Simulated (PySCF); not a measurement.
A GIAO shielding run with PySCF 2.14 (density fitting, non-relativistic, gas phase) on `O=C(CC#C)F`, C4H3FO:

```
$ OMP_NUM_THREADS=1 python probes_run.py task.json out

{"job": {"kind": "nmr", "xc": "PBE0", "basis": "pcSseg-1"}, "charge": 0, "multiplicity": 1}
C      2.066769     0.369100    -0.244572
C      0.985762    -0.128409    -0.127618
C     -0.344709    -0.697025     0.011152
C     -1.345893     0.407118    -0.158628
O     -2.062079     0.641930    -1.063707
F     -1.353047     1.221146     0.932856
H      3.025651     0.781864    -0.345067
H     -0.510545    -1.455929    -0.756162
H     -0.448349    -1.133801     1.008286
```

Hardware: 1 thread of an Arm Neoverse V1, shared host. The job also computes population analyses, field gradients.

Task: How large is the calculation?

Result: 44 electrons, 117 basis functions and 604 auxiliary functions.

Task: How long does it take, and how much memory does it need?

Result: 11 s of wall time, with 16 SCF cycles and 5 response iterations; peak memory 0.51 GiB. Times on a shared host scatter by some tens of per cent.

Task: And these other runs on the same molecule and hardware: spin–spin coupling at B3LYP/pcJ-1?

Result: B3LYP/pcJ-1: 192 functions, 63 s.
